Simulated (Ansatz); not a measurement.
**C2 (singlet): PBE, r2SCAN, PBE0, B3LYP, wB97M-V, B2PLYP, RPA-PBE over vertical spin and charge gaps, 6-31G**

How well do these functionals follow the top wave-function level for C2 (singlet) over vertical spin and charge gaps?

Computed with Ansatz 0.2.0, Gaussian basis. Level: 6-31G, all electrons in the functionals, frozen cores in the correlation of double hybrids and RPA.

To be run: PBE, r2SCAN, PBE0, B3LYP, wB97M-V, B2PLYP, RPA-PBE, at charge 0, singlet; charge 0, triplet; charge 1, doublet.

11 further runs of the same task are left out: 1 for a mislabelled method, 2 that didn't finish, 8 set aside as unsound or not needed.

### Step 1. What is computed

The geometry is a PBE0/def2-TZVP stationary point (not a proven minimum).

2 atoms, charge 0, spin multiplicity 1.

Atoms are counted from 1 here; the program's logs count them from 0.

Bond lengths: C1–C2 1.246 Å.

No dispersion term is added; wB97M-V holds VV10 nonlocal correlation. B3LYP takes the VWN-RPA correlation.

The geometry shown and the zero of energy belong to the point charge 0, singlet. The yardstick, FCI, and other wave-function levels (R restricted, U unrestricted, valence and pair active spaces) come from earlier runs.

### Step 2. PBE, charge 0, singlet

in.yaml reads:

```yaml
crystal:
  periodic: [false, false, false]
  atoms:
    - {symbol: C, position_ang: [0.000000, 0.000000, 0.000000]}
    - {symbol: C, position_ang: [0.000000, 0.000000, 1.246204]}
basis:
  gaussian: {orbitals: 6-31G}
magnetization: {spin_polarized: true, initial_magnetization: 0}
hamiltonian: {xc: {name: PBE}}
output: {orbitals: {seedname: orbitals}}
```

Started as:

```sh
ansatz run in.yaml --threads 1 --pin off --events-out ev --progress --plain --max-ram 2176MiB
```

After this run come: PBE, charge 0, triplet; PBE, charge 1, doublet; r2SCAN, charge 0, singlet; r2SCAN, charge 0, triplet; r2SCAN, charge 1, doublet; PBE0, charge 0, singlet; PBE0, charge 0, triplet; PBE0, charge 1, doublet; B3LYP, charge 0, singlet; B3LYP, charge 0, triplet; B3LYP, charge 1, doublet; wB97M-V, charge 0, singlet; wB97M-V, charge 0, triplet; wB97M-V, charge 1, doublet; B2PLYP, charge 0, singlet; B2PLYP, charge 0, triplet; B2PLYP, charge 1, doublet; RPA-PBE, charge 0, singlet; RPA-PBE, charge 0, triplet; RPA-PBE, charge 1, doublet.

Before running them: what should the planned runs give, taken together? Wanted: singlet to triplet, FCI; ionisation to the doublet cation, FCI; largest miss, PBE; largest miss, r2SCAN; largest miss, PBE0; largest miss, B3LYP; largest miss, wB97M-V; largest miss, B2PLYP; largest miss, RPA-PBE.

As calculated:

| quantity | value |
| --- | --- |
| singlet to triplet, FCI | 0.798 eV |
| ionisation to the doublet cation, FCI | 12.073 eV |
| largest miss, PBE | -0.729 eV (singlet to triplet) |
| largest miss, r2SCAN | -0.692 eV (singlet to triplet) |
| largest miss, PBE0 | -0.785 eV (singlet to triplet) |
| largest miss, B3LYP | -0.848 eV (singlet to triplet) |
| largest miss, wB97M-V | -0.970 eV (singlet to triplet) |
| largest miss, B2PLYP | -0.930 eV (singlet to triplet) |
| largest miss, RPA-PBE | -0.818 eV (singlet to triplet) |
| largest miss, RCCSD(T) | +0.082 eV (singlet to triplet) |
| largest miss, UCCSD(T) | -0.304 eV (singlet to triplet) |

What this shows: Of the functionals, r2SCAN keep the smallest largest miss at the points compared (at most 0.692 eV) and wB97M-V strays most (0.970 eV, at singlet to triplet). PBE, r2SCAN, PBE0, B3LYP, wB97M-V, B2PLYP, RPA-PBE clearly break the spin symmetry at some points (⟨S²⟩ up to 1.14 above the pure value), so energy there is bought with a mixed spin. Functionals and the yardstick converge differently with the basis, so part of each miss in 6-31G is the basis.
